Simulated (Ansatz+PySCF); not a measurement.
**triplet Si2: levels of theory in one basis**

```yaml
atoms:
  - { symbol: Si, position_ang: [0.0000, 0.0000, 1.1550] }
  - { symbol: Si, position_ang: [0.0000, 0.0000, -1.1550] }
```

Basis set: cc-pV(T+d)Z (spherical functions). Left uncorrelated: 10 orbitals. Correlation on ROHF uses semicanonical orbitals with singles. Charge 0, multiplicity 3.

Computed with Ansatz (development build ahead of 0.2.0); each method stands on the lowest determinant of its kind that the runs found.

```tsv
method	E − E(ROHF) (eV)	<S²> of the determinant
ROHF	0.00	2.00
UHF	-0.11	2.02
ROHF-MP2	-4.45	–
UHF-MP2	-4.42	2.02
```

(1) What does ROHF-CCSD(T) give on the same scale?

(2) Is a single determinant a sound starting point here?

Results:

(1) -5.60 eV.

(2) By this sign, yes. Unrestricted orbitals gain 0.11 eV and <S²> is 2.02 against 2.00 for a pure state.
